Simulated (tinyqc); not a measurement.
Worked calculation (part 1 of 2): LCCD on RHF in the sto-3g basis, frozen core, for NH3, spin multiplicity 1. Computed by tinyqc, a small Python program that keeps every step (integrals from PySCF). Settings: charge = 0, multiplicity = 1, basis = sto-3g, method = RHF, frozen orbitals = 1, energy threshold = 1e-10, iteration cap = 76, orthogonalisation = symmetric, start = atomic densities, DIIS depth = 6, amplitude equations = LCCD, DIIS depth for amplitudes = 4, cap on updates = 89. Command: `OMP_NUM_THREADS=1 python tinyqc.py 24831 24832 out.jsonl` (the two numbers bound the seeds that draw the settings). One thread of a shared host (Intel(R) Xeon(R) Processor @ 2.60GHz), about 0.1 s of CPU time with the checks. The early iterations of the SCF are left out here.

## One-electron integrals

Geometry (angstrom):
```
atom          x          y         z
N      0.000000   0.000000  0.416000
H      1.064000   0.000000  0.000000
H     -0.532000   0.922000  0.000000
H     -0.532000  -0.922000  0.000000
```

Basis sto-3g: exponents (1/bohr^2) and contraction coefficients of normalised primitives:
```
element  l (shell)   exponent  coefficient
N            s (1)  99.106169     0.154329
N            s (1)  18.052312     0.535328
N            s (1)   4.885660     0.444635
N            s (2)   3.780456    -0.099967
N            s (2)   0.878497     0.399513
N            s (2)   0.285714     0.700115
N            p (3)   3.780456     0.155916
N            p (3)   0.878497     0.607684
N            p (3)   0.285714     0.391957
H            s (1)   3.425251     0.154329
H            s (1)   0.623914     0.535328
H            s (1)   0.168855     0.444635
```

Overlap, kinetic and nuclear-attraction integrals over the contracted functions; the nuclear repulsion is the sum of Za Zb / Rab.

nuclear repulsion = 10.58590669 hartree

overlap S, lower triangle:
```
           1N 1s     1N 2s     1N 2px     1N 2py     1N 2pz     2H 1s     3H 1s     4H 1s
1N 1s   1.000000
1N 2s   0.235038  1.000000
1N 2px  0.000000  0.000000   1.000000
1N 2py  0.000000  0.000000   0.000000   1.000000
1N 2pz  0.000000  0.000000   0.000000   0.000000   1.000000
2H 1s   0.042923  0.416991   0.364869   0.000000  -0.142655  1.000000
3H 1s   0.042878  0.416738  -0.182284   0.315914  -0.142538  0.153379  1.000000
4H 1s   0.042878  0.416738  -0.182284  -0.315914  -0.142538  0.153379  0.153181  1.000000
```

kinetic energy T (hartree), lower triangle:
```
            1N 1s     1N 2s     1N 2px     1N 2py     1N 2pz      2H 1s      3H 1s     4H 1s
1N 1s   21.990753
1N 2s   -0.128416  0.606994
1N 2px   0.000000  0.000000   1.899358
1N 2py   0.000000  0.000000   0.000000   1.899358
1N 2pz   0.000000  0.000000   0.000000   0.000000   1.899358
2H 1s   -0.010240  0.076660   0.186343   0.000000  -0.072856   0.760032
3H 1s   -0.010244  0.076524  -0.093017   0.161206  -0.072735  -0.007326   0.760032
4H 1s   -0.010244  0.076524  -0.093017  -0.161206  -0.072735  -0.007326  -0.007346  0.760032
```

nuclear attraction V (hartree), lower triangle:
```
             1N 1s      1N 2s     1N 2px     1N 2py     1N 2pz      2H 1s      3H 1s      4H 1s
1N 1s   -47.575211
1N 2s    -5.759472  -8.238718
1N 2px   -0.000013  -0.000145  -8.212894
1N 2py    0.000000   0.000000   0.000000  -8.212904
1N 2pz    0.013568   0.163296   0.000057   0.000000  -8.122281
2H 1s    -1.074113  -2.754588  -2.175013   0.000000   0.891443  -4.985915
3H 1s    -1.072981  -2.752518   1.086368  -1.882844   0.890558  -0.845281  -4.984653
4H 1s    -1.072981  -2.752518   1.086368   1.882844   0.890558  -0.845281  -0.844166  -4.984653
```

core Hamiltonian H = T + V (hartree), lower triangle:
```
             1N 1s      1N 2s     1N 2px     1N 2py     1N 2pz      2H 1s      3H 1s      4H 1s
1N 1s   -25.584458
1N 2s    -5.887888  -7.631724
1N 2px   -0.000013  -0.000145  -6.313536
1N 2py    0.000000   0.000000   0.000000  -6.313546
1N 2pz    0.013568   0.163296   0.000057   0.000000  -6.222923
2H 1s    -1.084353  -2.677929  -1.988670   0.000000   0.818587  -4.225883
3H 1s    -1.083225  -2.675994   0.993351  -1.721638   0.817823  -0.852607  -4.224622
4H 1s    -1.083225  -2.675994   0.993351   1.721638   0.817823  -0.852607  -0.851512  -4.224622
```

## Two-electron integrals

Functions are numbered as in S; the eight-fold symmetry (ij|kl) = (ji|kl) = (kl|ij) leaves the list below.

Two-electron integrals (ij|kl) in chemists' order, unique and non-zero (hartree):
```
(11|11) 4.166630    (21|11) 0.640849    (21|21) 0.117461    (22|11) 0.969864
(22|21) 0.220936    (22|22) 0.708245    (31|31) 0.020960    (32|31) 0.032452
(32|32) 0.156449    (33|11) 0.967124    (33|21) 0.220977    (33|22) 0.708086
(33|33) 0.762805    (41|41) 0.020960    (42|41) 0.032452    (42|42) 0.156449
(43|43) 0.041119    (44|11) 0.967124    (44|21) 0.220977    (44|22) 0.708086
(44|33) 0.680568    (44|44) 0.762805    (51|51) 0.020960    (52|51) 0.032452
(52|52) 0.156449    (53|53) 0.041119    (54|54) 0.041119    (55|11) 0.967124
(55|21) 0.220977    (55|22) 0.708086    (55|33) 0.680568    (55|44) 0.680568
(55|55) 0.762805    (61|11) 0.118270    (61|21) 0.021523    (61|22) 0.040313
(61|31) 0.001045    (61|32) 0.001971    (61|33) 0.040482    (61|44) 0.040210
(61|51) -0.000408   (61|52) -0.000771   (61|53) -0.000106   (61|55) 0.040252
(61|61) 0.004009    (62|11) 0.301047    (62|21) 0.069484    (62|22) 0.247546
(62|31) 0.005423    (62|32) 0.042009    (62|33) 0.255642    (62|44) 0.242363
(62|51) -0.002120   (62|52) -0.016425   (62|53) -0.005192   (62|55) 0.244393
(62|61) 0.013105    (62|62) 0.112088    (63|11) 0.225826    (63|21) 0.052760
(63|22) 0.200065    (63|31) 0.010508    (63|32) 0.072272    (63|33) 0.217357
(63|44) 0.190536    (63|51) -0.001402   (63|52) -0.012385   (63|53) -0.007215
(63|55) 0.192079    (63|61) 0.010371    (63|62) 0.108773    (63|63) 0.118383
(64|41) 0.006923    (64|42) 0.040594    (64|43) 0.008365    (64|54) -0.003271
(64|64) 0.014460    (65|11) -0.088293   (65|21) -0.020628   (65|22) -0.078221
(65|31) -0.001402   (65|32) -0.012385   (65|33) -0.078440   (65|44) -0.074495
(65|51) 0.007471    (65|52) 0.045437    (65|53) 0.009908    (65|55) -0.081640
(65|61) -0.004055   (65|62) -0.042528   (65|63) -0.040632   (65|65) 0.030346
(66|11) 0.454678    (66|21) 0.106613    (66|22) 0.435003    (66|31) 0.010277
(66|32) 0.109654    (66|33) 0.466881    (66|44) 0.414799    (66|51) -0.004018
(66|52) -0.042872   (66|53) -0.020363   (66|55) 0.422760    (66|61) 0.020303
(66|62) 0.252619    (66|63) 0.274458    (66|65) -0.107307   (66|66) 0.774606
(71|11) 0.118146    (71|21) 0.021500    (71|22) 0.040271    (71|31) -0.000522
(71|32) -0.000984   (71|33) 0.040236    (71|41) 0.000904    (71|42) 0.001706
(71|43) -0.000117   (71|44) 0.040372    (71|51) -0.000408   (71|52) -0.000770
(71|53) 0.000053    (71|54) -0.000092   (71|55) 0.040210    (71|61) 0.003921
(71|62) 0.012543    (71|63) 0.009316    (71|64) 0.000360    (71|65) -0.003886
(71|66) 0.019197    (71|71) 0.004001    (72|11) 0.300820    (72|21) 0.069432
(72|22) 0.247370    (72|31) -0.002708   (72|32) -0.020983   (72|33) 0.245506
(72|41) 0.004694    (72|42) 0.036366    (72|43) -0.005746   (72|44) 0.252148
(72|51) -0.002118   (72|52) -0.016408   (72|53) 0.002592    (72|54) -0.004493
(72|55) 0.244218    (72|61) 0.012546    (72|62) 0.084949    (72|63) 0.063695
(72|64) 0.009498    (72|65) -0.031331   (72|66) 0.151992    (72|71) 0.013081
(72|72) 0.111943    (73|11) -0.112800   (73|21) -0.026354   (73|22) -0.099937
(73|31) 0.007812    (73|32) 0.048471    (73|33) -0.104793   (73|41) -0.001551
(73|42) -0.013707   (73|43) 0.009423    (73|44) -0.098959   (73|51) 0.000700
(73|52) 0.006185    (73|53) -0.004252   (73|54) 0.001706    (73|55) -0.095948
(73|61) -0.004347   (73|62) -0.023617   (73|63) -0.007937   (73|64) -0.001987
(73|65) 0.008527    (73|66) -0.033076   (73|71) -0.005175   (73|72) -0.054303
(73|73) 0.040373    (74|11) 0.195492    (74|21) 0.045673    (74|22) 0.173199
(74|31) -0.001551   (74|32) -0.013707   (74|33) 0.167133    (74|41) 0.009605
(74|42) 0.064317    (74|43) -0.007960   (74|44) 0.185987    (74|51) -0.001213
(74|52) -0.010718   (74|53) 0.001706    (74|54) -0.006224   (74|55) 0.166285
(74|61) 0.008253    (74|62) 0.059929    (74|63) 0.044650    (74|64) 0.016684
(74|65) -0.021688   (74|66) 0.108039    (74|71) 0.008969    (74|72) 0.094111
(74|73) -0.044947   (74|74) 0.092335    (75|11) -0.088204   (75|21) -0.020607
(75|22) -0.078146   (75|31) 0.000700    (75|32) 0.006185    (75|33) -0.075409
(75|41) -0.001213   (75|42) -0.010718   (75|43) 0.001706    (75|44) -0.077382
(75|51) 0.007464    (75|52) 0.045397    (75|53) -0.004948   (75|54) 0.008575
(75|55) -0.081561   (75|61) -0.003886   (75|62) -0.031326   (75|63) -0.023037
(75|64) -0.003454   (75|65) 0.021777    (75|66) -0.060188   (75|71) -0.004047
(75|72) -0.042462   (75|73) 0.020280    (75|74) -0.035146   (75|75) 0.030296
(76|11) 0.088079    (76|21) 0.020477    (76|22) 0.077925    (76|31) 0.000633
(76|32) 0.005611    (76|33) 0.077920    (76|41) 0.001097    (76|42) 0.009721
(76|43) 0.000333    (76|44) 0.078306    (76|51) -0.000990   (76|52) -0.008773
(76|53) -0.001039   (76|54) -0.001800   (76|55) 0.077464    (76|61) 0.003806
(76|62) 0.033590    (76|63) 0.030229    (76|64) 0.003413    (76|65) -0.014129
(76|66) 0.074868    (76|71) 0.003802    (76|72) 0.033571    (76|73) -0.012150
(76|74) 0.027879    (76|75) -0.014118   (76|76) 0.012460    (77|11) 0.454516
(77|21) 0.106575    (77|22) 0.434876    (77|31) -0.005133   (77|32) -0.054784
(77|33) 0.427685    (77|41) 0.008897    (77|42) 0.094945    (77|43) -0.022539
(77|44) 0.453742    (77|51) -0.004014   (77|52) -0.042839   (77|53) 0.010169
(77|54) -0.017625   (77|55) 0.422632    (77|61) 0.019210    (77|62) 0.152056
(77|63) 0.110130    (77|64) 0.025359    (77|65) -0.060221   (77|66) 0.285378
(77|71) 0.020274    (77|72) 0.252428    (77|73) -0.137090   (77|74) 0.237589
(77|75) -0.107199   (77|76) 0.074868    (77|77) 0.774606    (81|11) 0.118146
(81|21) 0.021500    (81|22) 0.040271    (81|31) -0.000522   (81|32) -0.000984
(81|33) 0.040236    (81|41) -0.000904   (81|42) -0.001706   (81|43) 0.000117
(81|44) 0.040372    (81|51) -0.000408   (81|52) -0.000770   (81|53) 0.000053
(81|54) 0.000092    (81|55) 0.040210    (81|61) 0.003921    (81|62) 0.012543
(81|63) 0.009316    (81|64) -0.000360   (81|65) -0.003886   (81|66) 0.019197
(81|71) 0.003917    (81|72) 0.012533    (81|73) -0.004964   (81|74) 0.007885
(81|75) -0.003882   (81|76) 0.003676    (81|77) 0.019190    (81|81) 0.004001
(82|11) 0.300820    (82|21) 0.069432    (82|22) 0.247370    (82|31) -0.002708
(82|32) -0.020983   (82|33) 0.245506    (82|41) -0.004694   (82|42) -0.036366
(82|43) 0.005746    (82|44) 0.252148    (82|51) -0.002118   (82|52) -0.016408
(82|53) 0.002592    (82|54) 0.004493    (82|55) 0.244218    (82|61) 0.012546
(82|62) 0.084949    (82|63) 0.063695    (82|64) -0.009498   (82|65) -0.031331
(82|66) 0.151992    (82|71) 0.012533    (82|72) 0.084881    (82|73) -0.040027
(82|74) 0.050393    (82|75) -0.031299   (82|76) 0.026495    (82|77) 0.151929
(82|81) 0.013081    (82|82) 0.111943    (83|11) -0.112800   (83|21) -0.026354
(83|22) -0.099937   (83|31) 0.007812    (83|32) 0.048471    (83|33) -0.104793
(83|41) 0.001551    (83|42) 0.013707    (83|43) -0.009423   (83|44) -0.098959
(83|51) 0.000700    (83|52) 0.006185    (83|53) -0.004252   (83|54) -0.001706
(83|55) -0.095948   (83|61) -0.004347   (83|62) -0.023617   (83|63) -0.007937
(83|64) 0.001987    (83|65) 0.008527    (83|66) -0.033076   (83|71) -0.004964
(83|72) -0.040027   (83|73) 0.028956    (83|74) -0.023295   (83|75) 0.014493
(83|76) -0.009453   (83|77) -0.076933   (83|81) -0.005175   (83|82) -0.054303
(83|83) 0.040373    (84|11) -0.195492   (84|21) -0.045673   (84|22) -0.173199
(84|31) 0.001551    (84|32) 0.013707    (84|33) -0.167133   (84|41) 0.009605
(84|42) 0.064317    (84|43) -0.007960   (84|44) -0.185987   (84|51) 0.001213
(84|52) 0.010718    (84|53) -0.001706   (84|54) -0.006224   (84|55) -0.166285
(84|61) -0.008253   (84|62) -0.059929   (84|63) -0.044650   (84|64) 0.016684
(84|65) 0.021688    (84|66) -0.108039   (84|71) -0.007885   (84|72) -0.050393
(84|73) 0.023295    (84|74) -0.020263   (84|75) 0.018216    (84|76) -0.016385
(84|77) -0.082667   (84|81) -0.008969   (84|82) -0.094111   (84|83) 0.044947
(84|84) 0.092335    (85|11) -0.088204   (85|21) -0.020607   (85|22) -0.078146
(85|31) 0.000700    (85|32) 0.006185    (85|33) -0.075409   (85|41) 0.001213
(85|42) 0.010718    (85|43) -0.001706   (85|44) -0.077382   (85|51) 0.007464
(85|52) 0.045397    (85|53) -0.004948   (85|54) -0.008575   (85|55) -0.081561
(85|61) -0.003886   (85|62) -0.031326   (85|63) -0.023037   (85|64) 0.003454
(85|65) 0.021777    (85|66) -0.060188   (85|71) -0.003882   (85|72) -0.031299
(85|73) 0.014493    (85|74) -0.018216   (85|75) 0.021755    (85|76) -0.010807
(85|77) -0.060158   (85|81) -0.004047   (85|82) -0.042462   (85|83) 0.020280
(85|84) 0.035146    (85|85) 0.030296    (86|11) 0.088079    (86|21) 0.020477
(86|22) 0.077925    (86|31) 0.000633    (86|32) 0.005611    (86|33) 0.077920
(86|41) -0.001097   (86|42) -0.009721   (86|43) -0.000333   (86|44) 0.078306
(86|51) -0.000990   (86|52) -0.008773   (86|53) -0.001039   (86|54) 0.001800
(86|55) 0.077464    (86|61) 0.003806    (86|62) 0.033590    (86|63) 0.030229
(86|64) -0.003413   (86|65) -0.014129   (86|66) 0.074868    (86|71) 0.003676
(86|72) 0.026495    (86|73) -0.009453   (86|74) 0.016385    (86|75) -0.010807
(86|76) 0.010058    (86|77) 0.048315    (86|81) 0.003802    (86|82) 0.033571
(86|83) -0.012150   (86|84) -0.027879   (86|85) -0.014118   (86|86) 0.012460
(87|11) 0.087966    (87|21) 0.020451    (87|22) 0.077824    (87|31) -0.001264
(87|32) -0.011203   (87|33) 0.078395    (87|44) 0.077629    (87|51) -0.000989
(87|52) -0.008761   (87|53) 0.002074    (87|55) 0.077364    (87|61) 0.003675
(87|62) 0.026481    (87|63) 0.018903    (87|65) -0.010804   (87|66) 0.048269
(87|71) 0.003797    (87|72) 0.033524    (87|73) -0.018029   (87|74) 0.024434
(87|75) -0.014098   (87|76) 0.010046    (87|77) 0.074755    (87|81) 0.003797
(87|82) 0.033524    (87|83) -0.018029   (87|84) -0.024434   (87|85) -0.014098
(87|86) 0.010046    (87|87) 0.012426    (88|11) 0.454516    (88|21) 0.106575
(88|22) 0.434876    (88|31) -0.005133   (88|32) -0.054784   (88|33) 0.427685
(88|41) -0.008897   (88|42) -0.094945   (88|43) 0.022539    (88|44) 0.453742
(88|51) -0.004014   (88|52) -0.042839   (88|53) 0.010169    (88|54) 0.017625
(88|55) 0.422632    (88|61) 0.019210    (88|62) 0.152056    (88|63) 0.110130
(88|64) -0.025359   (88|65) -0.060221   (88|66) 0.285378    (88|71) 0.019190
(88|72) 0.151929    (88|73) -0.076933   (88|74) 0.082667    (88|75) -0.060158
(88|76) 0.048315    (88|77) 0.285256    (88|81) 0.020274    (88|82) 0.252428
(88|83) -0.137090   (88|84) -0.237589   (88|85) -0.107199   (88|86) 0.074868
(88|87) 0.074755    (88|88) 0.774606
```

## Orthogonalisation

S = U s U^T; symmetric (Loewdin) form X = U s^(-1/2) U^T, so that X^T S X = 1.

eigenvalues of S: 0.349706  0.469989  0.470123  0.918697  1.065508  1.376566  1.376697  1.972716

X, lower triangle:
```
            1N 1s      1N 2s     1N 2px     1N 2py    1N 2pz      2H 1s      3H 1s     4H 1s
1N 1s    1.024571
1N 2s   -0.147043   1.272490
1N 2px  -0.000010   0.000132   1.104178
1N 2py   0.000000   0.000000   0.000000   1.104156
1N 2pz   0.008423  -0.083936  -0.000050   0.000000  1.028083
2H 1s    0.020810  -0.250831  -0.244049   0.000000  0.084229   1.167933
3H 1s    0.020800  -0.250589   0.121905  -0.211236  0.084126  -0.038935   1.167697
4H 1s    0.020800  -0.250589   0.121905   0.211236  0.084126  -0.038935  -0.038884  1.167697
```

## Iteration 8 (converged): orbitals

converged F (hartree), lower triangle:
```
             1N 1s      1N 2s     1N 2px     1N 2py     1N 2pz      2H 1s      3H 1s      4H 1s
1N 1s   -15.307354
1N 2s    -3.890642  -1.874272
1N 2px   -0.000007  -0.000119  -0.228121
1N 2py    0.000000   0.000000   0.000000  -0.228050
1N 2pz    0.023330   0.075626   0.000074   0.000000  -0.294183
2H 1s    -0.723591  -0.715244  -0.405932   0.000000   0.192581  -0.405934
3H 1s    -0.722843  -0.714753   0.202817  -0.351487   0.192463  -0.216628  -0.405550
4H 1s    -0.722843  -0.714753   0.202817   0.351487   0.192463  -0.216628  -0.216358  -0.405550
```

Diagonalise F' = X^T F X, C = X C', fill 5 alpha and 5 beta electrons from the bottom; D = 2 C_occ C_occ^T. Each column has its largest component positive (the first on a tie).

F' = X^T F X (hartree), lower triangle:
```
            1          2          3          4          5          6          7         8
1  -15.017097
2   -2.060976  -0.853019
3   -0.000013   0.000081   0.032968
4    0.000000   0.000000   0.000000   0.033007
5    0.045919  -0.092477  -0.000021   0.000000  -0.223036
6   -0.082560  -0.390233  -0.459988   0.000000   0.171087   0.013854
7   -0.082356  -0.389936   0.229852  -0.398227   0.170962  -0.048870   0.013748
8   -0.082356  -0.389936   0.229852   0.398227   0.170962  -0.048870  -0.048806  0.013748
```

orbital energies (hartree): MO1 -15.314665, MO2 -1.021778, MO3 -0.515609, MO4 -0.515591, MO5 -0.337130, MO6 0.496507, MO7 0.611153, MO8 0.611287

coefficients C:
```
              MO1        MO2        MO3        MO4        MO5        MO6        MO7        MO8
1N 1s    0.993789  -0.221795   0.000075   0.000000  -0.087914  -0.167924   0.000000  -0.000375
1N 2s    0.028287   0.778250  -0.000385   0.000000   0.439319   1.018294   0.000000   0.002444
1N 2px   0.000004   0.000129   0.582531   0.000000   0.000163  -0.001882   0.000000   0.984452
1N 2py   0.000000   0.000000   0.000000   0.582479   0.000000   0.000000   0.984439   0.000000
1N 2pz  -0.003804  -0.104571  -0.000175   0.000000   0.877570  -0.551578   0.000000  -0.001249
2H 1s   -0.005330   0.159605   0.512702   0.000000  -0.158775  -0.642988   0.000000  -0.877552
3H 1s   -0.005326   0.159452  -0.256378   0.444015  -0.158996  -0.645526  -0.758545   0.436605
4H 1s   -0.005326   0.159452  -0.256378  -0.444015  -0.158996  -0.645526   0.758545   0.436605
```

D after iteration 8, lower triangle:
```
            1N 1s      1N 2s     1N 2px     1N 2py     1N 2pz      2H 1s      3H 1s     4H 1s
1N 1s    2.089076
1N 2s   -0.366245   1.598950
1N 2px   0.000009  -0.000103   0.678684
1N 2py   0.000000   0.000000   0.000000   0.678563
1N 2pz  -0.115477   0.608087   0.000056   0.000000   1.562158
2H 1s   -0.053399   0.108224   0.597318   0.000000  -0.312192   0.627150
3H 1s   -0.053399   0.108383  -0.298707   0.517259  -0.312278  -0.161447   0.627224
4H 1s   -0.053399   0.108383  -0.298707  -0.517259  -0.312278  -0.161447  -0.161374  0.627224
```

## Convergence

Stop when the energy changes by less than 1e-10 hartree and every element of the error matrix X^T (F D S - S D F) X is below 3e-06.

Course of the cycle:
```
iteration   E (hartree)     change  largest element of the error matrix
1          -55.24188950          -                             9.11e-01
2          -55.40758405  -1.66e-01                             1.06e-01
3          -55.42113159  -1.35e-02                             1.98e-02
4          -55.42218217  -1.05e-03                             6.16e-03
5          -55.42234757  -1.65e-04                             1.43e-03
6          -55.42235265  -5.08e-06                             8.51e-05
7          -55.42235267  -1.83e-08                             6.50e-07
8          -55.42235267  -1.14e-12                             6.29e-08
```

PySCF RHF in the same basis = -55.42235267 hartree

Converged in 8 iterations.
